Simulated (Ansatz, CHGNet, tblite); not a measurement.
# Ladder of methods for the equilibrium lattice constant a of rock-salt AgCl

Reference value: 5.546 Å (measured, temperature not stated, no zero-point or thermal correction, sources range from 5.510 to 5.550; as tabulated in Jana et al. (2018), arXiv:1803.03840).

| level (code) | value (Å) | difference (%) |
|---|---|---|
| GFN1-xTB (tblite) | 5.580 | +0.61 |
| CHGNet-r²SCAN (CHGNet) | 5.535 | -0.20 |
| PBE (Ansatz) | 5.612 | +1.19 |
| PBE-D3(BJ) (Ansatz) | 5.511 | -0.63 |
| r²SCAN-D4 (Ansatz) | 5.514 | -0.58 |

The reference's temperature isn't stated, so close values are not ranked against it.

The measured value isn't corrected to a static lattice, so vibrations enter the comparison. A static lattice is as a rule a little smaller than the measured one.  GFN1-xTB: the method was fitted mainly to molecules. GFN1-xTB: the run uses a supercell at the zone centre in place of a k mesh. Cutoffs differ between the levels. Ansatz's density-functional and Hartree–Fock values are scalar-relativistic unless marked +SOC, with PAW data made under PBE.

Machine-learned potentials (CHGNet-r²SCAN) are trained on DFT data, which may include these solids.

Differences are worked out from the printed values.

Ansatz is a program for electronic structure.
